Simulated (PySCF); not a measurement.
`ClC(Cl)(Cl)Cl`: 4 charge schemes on one density

Species: CCl₄.
Structure used (PBE0-D3(BJ)/def2-SVP), in Å, numbered top down from 1:
```
atom  x, y, z in Å
Cl1    0.133   -1.733    0.332
C2     0.000    0.000    0.000
Cl3   -1.246    0.705    1.040
Cl4    1.553    0.784    0.325
Cl5   -0.440    0.244   -1.697
```

Density: PBE0/pcSseg-1 (PySCF); schemes: Mulliken, IAO, Hirshfeld and ESP-fitted. Geometry: PBE0-D3(BJ)/def2-SVP; no solvent, vibrations or thermal averaging.

What partial charge does each atom carry?

In e:

| atom | environment | Mulliken | IAO | Hirshfeld | ESP-fitted |
| --- | --- | --- | --- | --- | --- |
| Cl1 | chlorine bonded to C | +0.085 | +0.005 | -0.027 | +0.148 |
| C2 | carbon bonded to 4 Cl | -0.338 | -0.021 | +0.109 | -0.592 |
| Cl3 | chlorine bonded to C | +0.085 | +0.005 | -0.027 | +0.148 |
| Cl4 | chlorine bonded to C | +0.084 | +0.005 | -0.027 | +0.148 |
| Cl5 | chlorine bonded to C | +0.084 | +0.005 | -0.027 | +0.147 |

Mean size of the charges over all atoms: ESP-fitted 0.237 e, Mulliken 0.135 e, Hirshfeld 0.043 e, IAO 0.008 e. Each set sums to the total charge, 0, to within 0.001 e. The ESP scheme fits charges at the nuclei, held to the total charge, to the electrostatic potential on points at 1.4 to 2.0 times the van der Waals radii.

Lowest charge. The schemes don't all agree: Mulliken C2 (-0.338); IAO C2 (-0.021); Hirshfeld Cl1, Cl3, Cl4 and Cl5 (-0.027); ESP-fitted C2 (-0.592).

Highest charge. The schemes don't all agree: Mulliken Cl1 and Cl3 (+0.085); IAO Cl1, Cl3, Cl4 and Cl5 (+0.005); Hirshfeld C2 (+0.109); ESP-fitted Cl1, Cl3 and Cl4 (+0.148).

Sum the charges by element, for elements with more than one atom.

| element | atoms | Mulliken | IAO | Hirshfeld | ESP-fitted |
| --- | --- | --- | --- | --- | --- |
| Cl | 4 | +0.338 | +0.021 | -0.109 | +0.592 |

How many electrons does the Mulliken scheme count on Cl1?

Z − q = 17 − (+0.085) = 16.915.

These values come from a run that also computed NMR shieldings. Time: 11 s of wall time. Hardware: one thread, Arm Neoverse N1, shared host.
